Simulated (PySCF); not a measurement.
Gas-phase reaction: 2 B + H₂ + N₂H₂ ⇌ 2 HBNH

Method: PySCF energies (xtb for GFN2) plus ideal-gas RRHO corrections (1 bar). † marks an energy on the PBE0/def2-TZVP geometry and frequencies; other levels use their own. MP2 and CCSD(T) freeze the core. 6-31G* has spherical d functions here. Open shells (unrestricted): B (multiplicity 2, electronic degeneracy 6); the rest are closed-shell singlets. GFN2 has no spin-polarisation term. Spin-orbit splitting is ignored; it lowers the true energy and changes the entropy of B. B3LYP is the form with VWN-RPA correlation. HBNH: computed as isolated molecules; such fragments, hydroxides, amides, oligomers or adducts are transient or little studied in the gas. MP2 isn't extrapolated to the basis-set limit; its ΔH°(298 K) is -1304.9 kJ in def2-SVP and -1289.6 kJ in def2-TZVPP. CCSD(T) isn't extrapolated to the basis-set limit; its ΔH°(298 K) is -1220.6 kJ in def2-SVP and -1205.2 kJ in def2-TZVPP. The harmonic model lacks anharmonicity and excited electronic states, which grow with temperature; levels with a mode under 35 cm⁻¹ are left out.

| level | ΔE electronic, kJ | ΔH°(298 K), kJ | ΔS°(298 K), J/K | ΔG°(2500 K), kJ |
|---|---|---|---|---|
| B3LYP/6-31G* | -1266 | -1244 | -236 | -657 |
| CCSD(T)/def2-TZVPP† | -1226 | -1205 | -236 | -620 |
| GFN2-xTB | -1838 | -1811 | -233 | -1231 |
| HF/def2-TZVP† | -1093 | -1072 | -236 | -487 |
| MP2/def2-SVP† | -1326 | -1305 | -236 | -720 |
| MP2/def2-TZVPP† | -1311 | -1290 | -236 | -704 |
| PBE0/def2-TZVP | -1291 | -1270 | -236 | -685 |
| r2SCAN/def2-TZVP† | -1300 | -1279 | -236 | -693 |
| ωB97M-V/def2-TZVP† | -1288 | -1267 | -236 | -682 |
ΔH° is lowest at GFN2-xTB and highest at HF/def2-TZVP†. No reference value is set beside these.
